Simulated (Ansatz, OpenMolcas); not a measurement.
**AlO (oxoaluminum): the energy, rung by rung**

The species is AlO (2 atoms), meant as a doublet with charge 0. As SMILES, `[O]=[Al]`. Geometry: a GFN2-xTB relaxation, a rough one for these elements and not checked as a minimum.

```xyz
2

O     0.0000    0.0000    0.0000
Al    0.0000    0.0000    1.5700
```

Quantity: the energy change with the O1–Al2 bond stretched from 1.570 to 3.140 Å, in eV. The values are calculated.

| level | kind | program | value (eV) |
| --- | --- | --- | --- |
| USVWN5/6-31G | LDA | Ansatz | 3.42 |
| UB3LYP/6-31G | global hybrid | Ansatz | 2.75 |
| UBHLYP/6-31G | global hybrid | Ansatz | 2.40 |
| UPBE0/6-31G | global hybrid | Ansatz | 2.77 |
| UHSE06/6-31G | range-separated hybrid | Ansatz | 2.77 |
| UMP2/6-31G | perturbation theory | Ansatz | 2.27 |
| UBCCD(T)/6-31G | coupled cluster or CI | Ansatz | 2.72 |
| UCCSDT(Q)/6-31G | coupled cluster or CI | Ansatz | 2.72 |
| FCI/STO-3G | exact in the basis | OpenMolcas | 4.70 |

The first shape isn't each level's own minimum. The values span 2.27 to 4.70 eV. Spin contamination of the reference (⟨S²⟩ at least 0.1 too high) touches USVWN5/6-31G, UB3LYP/6-31G, UBHLYP/6-31G, UPBE0/6-31G, UHSE06/6-31G, UMP2/6-31G, UBCCD(T)/6-31G, UCCSDT(Q)/6-31G. All rows use very small basis sets, so none should be taken for the real molecule's value.
